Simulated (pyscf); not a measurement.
This saddle point was located with ωB97X-D3(BJ)/def2-SVP in PySCF.

```xyz
7

Li     0.5312    -0.4156    -0.7340
H      1.6500     0.8569    -0.5567
C      0.2658    -0.2258     1.2678
H      1.2003     0.5578     0.2546
H      0.4920    -1.2656     1.5878
H      0.6307     0.4203     2.0841
H     -0.8405    -0.1168     1.2772
```
Charge 0, spin multiplicity 1.

Surface: singlet, charge 0. Lowest wavenumbers (cm⁻¹): 1008i, 116, 354, 431, 664.

Problem. Which two sides does it connect, and which bonds change?

Solution. LiH + methane (CH₄) ⇌ Li–CH₃ + hydrogen (H₂), a four-centre exchange read from left to right: H–Li, C–H broken and C–Li, H–H formed. At ωB97M-D3(BJ)/def2-TZVP it lies +1.00 eV from the left side and +0.43 eV from the right (each side as separated species at their lowest minima found). On the reactant side the descent ends in an adduct with a C–Li contact, 0.26 eV under the separated species and 1.22 eV under the saddle at ωB97X-D3(BJ)/def2-TZVP. What is counted as formed (C–Li) is already present as a longer contact in the reactant adduct; forming that adduct is a step of its own. At the saddle there is also a short H–Li contact that neither side keeps. One saddle was located; it need not be the lowest between these sides.
